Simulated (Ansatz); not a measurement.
The input, for Ansatz 0.2.0:

```yaml
crystal:
  periodic: [false, false, false]
  atoms:
    - {symbol: H, position_ang: [0.000000, 0.000000, -0.925667]}
    - {symbol: H, position_ang: [0.000000, 0.000000, -0.114667]}
    - {symbol: O, position_ang: [0.000000, 0.000000, 1.040333]}
basis:
  gaussian: {orbitals: STO-3G}
magnetization: {spin_polarized: true, initial_magnetization: 2}
hamiltonian: {xc: {name: B3LYP}}
correlation: {method: ccsd_t, electrons: outside_noble_gas}
output: {forces: true}
```

```sh
$ ansatz run in.yaml --threads 1 --pin off --events-out ev --progress --plain --max-ram 2393MiB
```

Log:

```
89 factors; integrals over basis functions are off by at most 9.8e-6 eV
mean field evaluation 1: about -2045.2283 eV, gradient 3.4e0 eV
mean field evaluation 2: about -2045.2272 eV, gradient 3.5e0 eV
mean field evaluation 4: about -2045.3449 eV, gradient 3.5e-1 eV
mean field evaluation 8: about -2045.3460 eV, gradient 2.2e-3 eV
mean field evaluation 16: about -2044.8052 eV, gradient 3.8e0 eV
mean field -2045.34603865 eV, -75.1650805352 hartree, gradient 4.1e-6 eV, S^2 2.006059; 2 other end points of the search recorded, 0 dependent functions left out
1 core orbitals not correlated: weight in the atoms' cores, before any rotation towards them, 1.000 or more for the frozen orbitals, at most 0.000 for the correlated occupied ones
reference -2036.56159406 eV, -74.8422581506 hartree; 5, 3 occupied and 1, 3 virtual orbitals, 89 factors
second order -0.45977890 eV of doubles, -0.09656750 eV of singles
cycle   1  -0.73273477 eV  change   -1.7e-1 eV  update   3.4e-2
cycle   2  -0.83240710 eV  change   -1.0e-1 eV  update   1.4e-2
cycle   3  -0.83876525 eV  change   -6.4e-3 eV  update   3.3e-3
cycle   4  -0.83955141 eV  change   -7.9e-4 eV  update   3.8e-4
cycle   5  -0.83939917 eV  change    1.5e-4 eV  update   1.6e-4
cycle   6  -0.83942250 eV  change   -2.3e-5 eV  update   6.7e-5
cycle   7  -0.83946878 eV  change   -4.6e-5 eV  update   1.3e-5
cycle   8  -0.83946367 eV  change    5.1e-6 eV  update   3.6e-6
cycle   9  -0.83946444 eV  change   -7.8e-7 eV  update   1.1e-6
cycle  10  -0.83946480 eV  change   -3.5e-7 eV  update   3.2e-7
cycle  11  -0.83946483 eV  change   -3.5e-8 eV  update   8.7e-8
perturbative correction -0.00111231 eV, -0.0000408765 hartree
the calculation of the forces begins
Total energy: -2037.40217119 eV, -74.8731487906 hartree
Atom 0 at     0.000000     0.000000    -0.925667 Å, force    -0.000000     0.000000    -0.985405 eV/Å
Atom 1 at     0.000000     0.000000    -0.114667 Å, force     0.000000     0.000000    -4.579740 eV/Å
Atom 2 at     0.000000     0.000000     1.040333 Å, force    -0.000000    -0.000000     5.565145 eV/Å
Dipole moment:     0.000000     0.000000     0.012327 e Å
```

Forces (eV/Å):
```
H    0.000  0.000 -0.985
H    0.000  0.000 -4.580
O    0.000  0.000  5.565
```

Ran on 1 thread of Arm Neoverse V1, shared host: 0.57 s wall, 0.07 GiB peak host memory.
